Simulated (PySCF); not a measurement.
**AlH2O (SMILES [O][AlH2]) at UPBE/STO-3G**

What is the energy change on altering one bond length of AlH2O at UPBE/STO-3G? The job is set up through a Python script.

The results are computed with PySCF 2.14.0.

7 further runs of the same task are left out: 7 set aside as unsound or not needed.

### 1 The structure to begin with

AlH2O: 4 atoms, total charge 0, spin state doublet. SMILES: `[O][AlH2]`. Geometry: relaxed at PBE0-D4/def2-TZVP.

Bond lengths: O1–Al2 1.727 Å, Al2–H3 1.578 Å, Al2–H4 1.578 Å. Angles: O1–Al2–H3 115.8°, O1–Al2–H4 115.8°, H3–Al2–H4 128.3°.

### 2 A single-point energy at UPBE/STO-3G

job.py

```python
from pyscf import gto, dft

mol = gto.M(
    atom='O 0.062600 -0.856300 1.401400; Al 0.011300 0.029900 -0.080400; H -1.149600 -0.360800 -1.076000; H 1.131100 1.126800 -0.265300',
    max_memory=1860,
    spin=1,
    charge=0,
    verbose=3,
    basis='sto-3g',
)

mf = dft.UKS(mol)
mf.xc = 'pbe'
mf.conv_tol = 1e-10
mf.grids.level = 5
mf.kernel()
if not mf.converged:
    mf = mf.newton().run(mf.mo_coeff, mf.mo_occ)

energy = mf.e_tot
print('Final energy', energy)
```

Started as:

```console
OMP_NUM_THREADS=1 python job.py
```

The program printed:

```text
converged SCF energy = -314.590973063452  <S^2> = 0.75422358  2S+1 = 2.0042191
Final energy -314.5909730634518
```

Run time: 2.8 s. Hardware: 1 thread of Arm Neoverse V2, shared host; peak memory 0.19 GiB.

### 3 The distorted shape

job.py

```python
from pyscf import gto, dft

system = gto.M(
    atom='''
O        1.455662      -0.387466       2.596104
Al       1.404362       0.498734       1.114304
H       -1.149600      -0.360800      -1.076000
H        2.524162       1.595634       0.929404
''',
    verbose=3,
    charge=0,
    basis='sto-3g',
    spin=1,
    max_memory=1860,
)

mf = dft.UKS(system, xc='pbe')
mf.grids.level = 5
mf.conv_tol = 1e-10
mf.kernel()
if not mf.converged:
    mf = mf.newton().run(mf.mo_coeff, mf.mo_occ)

e_final = mf.e_tot
print(f'total energy: {e_final:.8f} hartree')
```

Started as:

```console
OMP_NUM_THREADS=1 python job.py
```

The program printed:

```text
converged SCF energy = -314.426370260059  <S^2> = 0.75619042  2S+1 = 2.0061809
total energy: -314.42637026 hartree
```

Run time: 4.2 s. Hardware: 1 thread of Arm Neoverse V2, shared host; peak memory 0.19 GiB.

### 4 Outcome

Level: UPBE/STO-3G.

| quantity | value |
| --- | --- |
| first shape: total energy | -314.59097 Eh |
| first shape: dipole moment | 0.57 D |
| first shape: HOMO energy (highest over α and β) | -2.17 eV |
| first shape: LUMO energy (lowest over α and β) | -0.69 eV |
| first shape: ⟨S²⟩ | 0.754 |
| distorted shape: total energy | -314.42637 Eh |
| distorted shape: dipole moment | 2.69 D |
| distorted shape: HOMO energy (highest over α and β) | -0.86 eV |
| distorted shape: LUMO energy (lowest over α and β) | 0.75 eV |
| distorted shape: ⟨S²⟩ | 0.756 |
| energy change with the Al2–H3 bond stretched from 1.578 to 3.473 Å | 4.479 eV |

**Reading.** With the Al2–H3 bond stretched from 1.578 to 3.473 Å the energy rises by 4.48 eV (103 kcal/mol). The first shape isn't relaxed at this level, so the change isn't measured from a minimum. The minimal basis adds a large error of its own. Mulliken charges (distorted shape) run from -0.33 on O1 to +0.51 on Al2; they depend strongly on the basis.
